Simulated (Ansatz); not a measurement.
System: ClF, charge 0, singlet. ClF (SMILES FCl).
B3LYP-D3(BJ)/def2-TZVP minimum from Ansatz (a program for electronic structure):
```xyz
2

F      0.0000     0.0000    -1.0729
Cl     0.0000     0.0000     0.5680
```

Total energies in cc-pV(T+d)Z, 14 correlated electrons, 6 frozen orbitals. Open shells are spin-unrestricted; no spin-orbit coupling. Correlated methods leave the cores frozen. No relativity.

| method | program | energy (Eh) | minus CCSDT(Q) (mEh) |
|---|---|---|---|
| HF | Ansatz | -558.90189 | 482.72 |
| MP2 | Ansatz | -559.34812 | 36.48 |
| CCSD | Ansatz | -559.36624 | 18.36 |
| CCSD(T) | Ansatz | -559.38308 | 1.53 |
| CCSDT(Q) | Ansatz | -559.38460 | 0.00 |

Rough core times of Ansatz's runs on a shared machine: CCSD(T) under 20 s, CCSDT(Q) 60 s.
